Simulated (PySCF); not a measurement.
**BHO2 (oxoborinic acid) at r2SCAN/6-31G**

What is the vertical ionisation energy of BHO2 (oxoborinic acid) at r2SCAN/6-31G? The job is set up through a Python script.

Program for the calculation: PySCF 2.14.0.

### 1 The system as given

BHO2 has 4 atoms, charge 0, and is taken as a singlet. As SMILES, `O=BO`. The coordinates come from a PBE0-D4/def2-TZVP relaxation.

Bond lengths: O1–B2 1.210 Å, B2–O3 1.322 Å, O3–H4 0.960 Å. Angles: O1–B2–O3 177.5°, B2–O3–H4 117.0°.

### 2 The energy at r2SCAN/6-31G

calc.py

```python
from pyscf import gto, dft

system = gto.Mole()
system.atom = [
    ('O', (-1.555100, 0.523500, 0.428500)),
    ('B', (-0.423900, 0.132000, 0.248600)),
    ('O', (0.816700, -0.302000, 0.108600)),
    ('H', (1.162300, -0.353500, -0.785700)),
]
system.basis = '6-31g'
system.verbose = 4
system.charge = 0
system.max_memory = 1860
system.build()

mf = dft.RKS(system)
mf.xc = 'r2scan'
mf.conv_tol = 1e-10
mf.grids.level = 4
mf.kernel()
if not mf.converged:
    mf = mf.newton().run(mf.mo_coeff, mf.mo_occ)

etot = mf.e_tot
print('E = %.10f Eh' % etot)
```

Launch:

```sh
$ OMP_NUM_THREADS=1 python calc.py
```

Log:

```text
PySCF version 2.14.0

[INPUT] num. atoms = 4
[INPUT] num. electrons = 22
[INPUT] charge = 0
[INPUT] spin (= nelec alpha-beta = 2S) = 0
[INPUT] symmetry False subgroup None
[INPUT] Mole.unit = angstrom
[INPUT] Symbol           X                Y                Z      unit          X                Y                Z       unit  Magmom
[INPUT]  1 O     -1.555100000000   0.523500000000   0.428500000000 AA   -2.938713096311   0.989271626210   0.809747644376 Bohr   0.0
[INPUT]  2 B     -0.423900000000   0.132000000000   0.248600000000 AA   -0.801054904203   0.249443848443   0.469785914567 Bohr   0.0
[INPUT]  3 O      0.816700000000  -0.302000000000   0.108600000000 AA    1.543339325932  -0.570697289619   0.205224257128 Bohr   0.0
[INPUT]  4 H      1.162300000000  -0.353500000000  -0.785700000000 AA    2.196428674582  -0.668018185034  -1.484757816071 Bohr   0.0

nuclear repulsion = 54.0055766008979
number of shells = 17
number of NR pGTOs = 70
number of NR cGTOs = 29
basis = 6-31g
ecp = {}

******** <class 'pyscf.dft.rks.RKS'> ********
method = RKS
initial guess = minao
damping factor = 0
level_shift factor = 0
DIIS = <class 'pyscf.scf.diis.CDIIS'>
diis_start_cycle = 1
diis_space = 8
diis_damp = 0
SCF conv_tol = 1e-10
SCF conv_tol_grad = None
SCF max_cycles = 50
direct_scf = True
direct_scf_tol = 1e-13
XC library pyscf.dft.libxc version 7.0.0
    S. Lehtola, C. Steigemann, M. J.T. Oliveira, and M. A.L. Marques.,  SoftwareX 7, 1–5 (2018)
XC functionals = r2scan
    J. W. Furness, A. D. Kaplan, J. Ning, J. P. Perdew, and J. Sun.,  J. Phys. Chem. Lett. 11, 8208-8215 (2020)
    J. W. Furness, A. D. Kaplan, J. Ning, J. P. Perdew, and J. Sun.,  J. Phys. Chem. Lett. 11, 9248-9248 (2020)
    J. W. Furness, A. D. Kaplan, J. Ning, J. P. Perdew, and J. Sun.,  J. Phys. Chem. Lett. 11, 8208-8215 (2020)
    J. W. Furness, A. D. Kaplan, J. Ning, J. P. Perdew, and J. Sun.,  J. Phys. Chem. Lett. 11, 9248-9248 (2020)
radial grids:
    Treutler-Ahlrichs [JCP 102, 346 (1995); DOI:10.1063/1.469408] (M4) radial grids

becke partition: Becke, JCP 88, 2547 (1988); DOI:10.1063/1.454033
pruning grids: <function nwchem_prune>
grids dens level: 4
symmetrized grids: False
atomic radii adjust function: <function treutler_atomic_radii_adjust>
small_rho_cutoff = 0
Set gradient conv threshold to 1e-05
Initial guess from minao.
tot grids = 100336
init E= -176.141771533636
  HOMO = -0.435797880569994  LUMO = -0.0334168888652928  gap/eV = 10.94934
cycle= 1 E= -175.609729836749  delta_E= 0.532  |g|= 1.03  |ddm|= 2.23
  HOMO = -0.132729725370484  LUMO = 0.0284254432576696  gap/eV = 4.38526
cycle= 2 E= -174.390529148692  delta_E= 1.22  |g|=  2.5  |ddm|= 2.41
  HOMO = -0.266261097968528  LUMO = 0.0293876558007733  gap/eV = 8.04501
cycle= 3 E= -175.75373783127  delta_E= -1.36  |g|= 0.582  |ddm|= 2.07
  HOMO = -0.289181029112829  LUMO = 0.0026017762753463  gap/eV = 7.93981
cycle= 4 E= -175.822361084672  delta_E= -0.0686  |g|= 0.119  |ddm|= 0.441
  HOMO = -0.295267031439518  LUMO = -0.000841969888232708  gap/eV = 8.01171
cycle= 5 E= -175.825033555186  delta_E= -0.00267  |g|= 0.0227  |ddm|= 0.0902
  HOMO = -0.292605128659006  LUMO = 0.00137009167500413  gap/eV = 7.99947
cycle= 6 E= -175.825165765242  delta_E= -0.000132  |g|= 0.00646  |ddm|= 0.0223
  HOMO = -0.293258447019307  LUMO = 0.00152601058375645  gap/eV = 8.02149
cycle= 7 E= -175.82517557919  delta_E= -9.81e-06  |g|= 0.000626  |ddm|= 0.00518
  HOMO = -0.293294298508459  LUMO = 0.00150099492296119  gap/eV = 8.02179
cycle= 8 E= -175.825175656541  delta_E= -7.74e-08  |g|= 8.9e-05  |ddm|= 0.000373
  HOMO = -0.293299200254789  LUMO = 0.0015044954956982  gap/eV = 8.02202
cycle= 9 E= -175.825175658282  delta_E= -1.74e-09  |g|= 9.78e-06  |ddm|= 5.96e-05
  HOMO = -0.293299987683371  LUMO = 0.00150448676902104  gap/eV = 8.02204
cycle= 10 E= -175.825175658302  delta_E= -2.05e-11  |g|= 1.85e-07  |ddm|= 6.77e-06
  HOMO = -0.293299981165868  LUMO = 0.0015045037475252  gap/eV = 8.02204
Extra cycle  E= -175.825175658302  delta_E=    0  |g|= 2.31e-07  |ddm|= 4.22e-07
converged SCF energy = -175.825175658302
E = -175.8251756583 Eh
```

Run time: 3.9 s. Hardware: 1 thread of Arm Neoverse V1, shared host; peak memory 0.21 GiB.

### 3 The doublet cation, same level

input.xyz

```xyz
4

O     -1.555100     0.523500     0.428500
B     -0.423900     0.132000     0.248600
O      0.816700    -0.302000     0.108600
H      1.162300    -0.353500    -0.785700
```

calc.py

```python
from pyscf import gto, dft

mol = gto.M(
    atom='input.xyz',
    verbose=3,
    spin=1,
    basis='6-31g',
    max_memory=1860,
    charge=1,
)

mf = dft.UKS(mol, xc='r2scan')
mf.grids.level = 4
mf.conv_tol = 1e-10
mf.kernel()
if not mf.converged:
    mf = mf.newton().run(mf.mo_coeff, mf.mo_occ)

e_tot = mf.e_tot
print('E(%s) = %.9f' % ('R2SCAN', e_tot))
```

Launch:

```sh
$ OMP_NUM_THREADS=1 python calc.py
```

Log:

```text
WARN: HOMO -0.435797880569995 >= LUMO -0.435797880569994

converged SCF energy = -175.378090147158  <S^2> = 0.76482216  2S+1 = 2.0147676
E(R2SCAN) = -175.378090147
```

It took 7.2 s on 1 thread of Arm Neoverse V1, shared host; peak memory 0.23 GiB.

### 4 What came out

Level: r2SCAN/6-31G.

| quantity | value |
| --- | --- |
| singlet BHO2: total energy | -175.82518 Eh |
| singlet BHO2: dipole moment | 3.86 D |
| singlet BHO2: HOMO energy | -7.98 eV |
| singlet BHO2: LUMO energy | 0.04 eV |
| singlet BHO2: HOMO–LUMO gap | 8.02 eV |
| doublet cation: total energy | -175.37809 Eh |
| doublet cation: HOMO energy (highest over α and β) | -17.79 eV |
| doublet cation: LUMO energy (lowest over α and β) | -16.19 eV |
| doublet cation: ⟨S²⟩ | 0.765 |
| vertical ionisation energy (to the doublet cation) | 12.166 eV |

**Reading.** Removing an electron at fixed nuclei costs 12.17 eV (281 kcal/mol). −ε(HOMO) before ionisation, 7.98 eV, is 4.18 eV below this ionisation energy.
